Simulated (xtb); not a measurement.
C₂H₅O (SMILES C[CH]O), doublet, geometry from GFN2-xTB; GFN1-xTB run with xtb 6.7.1.

Here is a job for xtb.
```
$ xtb mol.xyz --gfn 1 --chrg 0 --uhf 1 --json

# file mol.xyz
8

C      1.19309028    -0.36928823    -0.01550432
C     -0.00932706     0.48045677    -0.15550838
O     -1.20582994    -0.08620026     0.22487613
H     -1.93007401     0.51802160     0.03896304
H     -0.03898534     1.28106100    -0.87783908
H      2.07699739     0.24879310     0.13478836
H      1.06534748    -1.03511733     0.83459159
H      1.37077470    -0.99016743    -0.90343665
```

It wrote (shortened):

```
   ID    Z sym.   atoms
    1    6 C      1, 2
    2    8 O      3
    3    1 H      4-8

           -------------------------------------------------
          |                Calculation Setup                |
           -------------------------------------------------

           -------------------------------------------------
          |                 G F N 1 - x T B                 |
           -------------------------------------------------

          ...................................................
          :                      SETUP                      :
          :.................................................:
          :  # basis functions                  22          :
          :  # atomic orbitals                  22          :
          :  # shells                           16          :
          :  # electrons                        19          :
          :  # halogen bonds                     0          :
          :  max. iterations                   250          :
          :  Hamiltonian                  GFN1-xTB          :
          :  restarted?                      false          :
          :  GBSA solvation                  false          :
          :  PC potential                    false          :
          :  electronic temp.          300.0000000     K    :
          :  accuracy                    1.0000000          :
          :  -> integral cutoff          0.2500000E+02      :
          :  -> integral neglect         0.1000000E-07      :
          :  -> SCF convergence          0.1000000E-05 Eh   :
          :  -> wf. convergence          0.2000000E-04 e    :
          :  Broyden damping             0.4000000          :
          :  net charge                          0          :
          :  unpaired electrons                  1          :
          ...................................................

 iter      E             dE          RMSdq      gap      omega  full diag
   1    -11.6436430 -0.116436E+02  0.741E+00    3.86       0.0  T
   2    -11.6550093 -0.113663E-01  0.446E+00    4.66       1.0  T
   3    -11.6554219 -0.412630E-03  0.416E-01    4.97       1.0  T
   4    -11.6556423 -0.220351E-03  0.731E-02    4.87       1.0  T
   5    -11.6556549 -0.126029E-04  0.125E-02    4.87       2.8  T
   6    -11.6556552 -0.305595E-06  0.285E-03    4.87      12.4  T
   7    -11.6556552 -0.532140E-07  0.461E-04    4.87      76.7  T
   8    -11.6556552 -0.826738E-09  0.419E-05    4.87     842.9  T
   9    -11.6556552 -0.809131E-11  0.958E-06    4.87    3689.2  T

   *** convergence criteria satisfied after 9 iterations ***

         :::::::::::::::::::::::::::::::::::::::::::::::::::::
         ::                     SUMMARY                     ::
         :::::::::::::::::::::::::::::::::::::::::::::::::::::
         :: total energy             -11.543412932810 Eh    ::
         :: gradient norm              0.010178384081 Eh/a0 ::
         :: HOMO-LUMO gap              4.867746418723 eV    ::
         ::.................................................::
         :: SCC energy               -11.655655236313 Eh    ::
         :: -> electrostatic           0.035512723278 Eh    ::
         :: repulsion energy           0.113740078426 Eh    ::
         :: dispersion energy         -0.001497774923 Eh    ::
         :: halogen bond corr.         0.000000000000 Eh    ::
         :: add. restraining           0.000000000000 Eh    ::
         :: total charge               0.000000000000 e     ::
         :::::::::::::::::::::::::::::::::::::::::::::::::::::

           -------------------------------------------------
          |                Property Printout                |
           -------------------------------------------------

    * Orbital Energies and Occupations

         #    Occupation            Energy/Eh            Energy/eV
      -------------------------------------------------------------
         1        2.0000           -0.7839253             -21.3317
         2        2.0000           -0.6605280             -17.9739
         3        2.0000           -0.6237160             -16.9722
         4        2.0000           -0.6073684             -16.5273
         5        2.0000           -0.5578600             -15.1801
         6        2.0000           -0.5449868             -14.8298
         7        2.0000           -0.5115964             -13.9212
         8        2.0000           -0.5100841             -13.8801
         9        2.0000           -0.4827473             -13.1362
        10        1.0000           -0.3070621              -8.3556 (HOMO)
        11                         -0.1281757              -3.4878 (LUMO)
        12                         -0.1190665              -3.2400
        13                         -0.0872247              -2.3735
        14                         -0.0609143              -1.6576
        15                         -0.0506532              -1.3783
        16                          0.1431312               3.8948
        17                          0.1951496               5.3103
        18                          0.2526609               6.8753
        19                          0.2804848               7.6324
        20                          0.3674047               9.9976
        21                          0.4228980              11.5076
        22                          0.4611658              12.5490
      -------------------------------------------------------------
                  HL-Gap            0.1788864 Eh            4.8677 eV
             Fermi-level           -0.3062618 Eh           -8.3338 eV

  Mulliken/CM5 charges         n(s)   n(p)   n(d)
     1C    -0.08336 -0.22745   1.003  3.080  0.000
     2C     0.13095  0.08891   1.010  2.860  0.000
     3O    -0.50978 -0.71710   1.693  4.816  0.000
     4H     0.34729  0.52004   0.653  0.000  0.000
     5H     0.00337  0.06508   0.997  0.000  0.000
     6H     0.02648  0.07863   0.974  0.000  0.000
     7H     0.04598  0.10133   0.954  0.000  0.000
     8H     0.03906  0.09057   0.961  0.000  0.000

Wiberg/Mayer (AO) data.
largest (>0.10) Wiberg bond orders for each atom

 ---------------------------------------------------------------------------
     #   Z sym  total        # sym  WBO       # sym  WBO       # sym  WBO
 ---------------------------------------------------------------------------
     1   6 C    3.997 --     2 C    1.062     7 H    0.981     6 H    0.979
                             8 H    0.953
     2   6 C    3.245 --     3 O    1.141     1 C    1.062     5 H    0.978
     3   8 O    2.056 --     2 C    1.141     4 H    0.872
     4   1 H    0.895 --     3 O    0.872
     5   1 H    1.006 --     2 C    0.978
     6   1 H    1.013 --     1 C    0.979
     7   1 H    1.007 --     1 C    0.981
     8   1 H    1.005 --     1 C    0.953
 ---------------------------------------------------------------------------

Topologies differ in total number of bonds
Writing topology from bond orders to xtbtopo.mol

 dipole moment from electron density (au)
     X       Y       Z
  -0.1609   0.6205  -0.4164  total (Debye):    1.943

           -------------------------------------------------
          | TOTAL ENERGY              -11.543412932810 Eh   |
          | GRADIENT NORM               0.010178384081 Eh/α |
          | HOMO-LUMO GAP               4.867746418723 eV   |
           -------------------------------------------------

normal termination of xtb
```
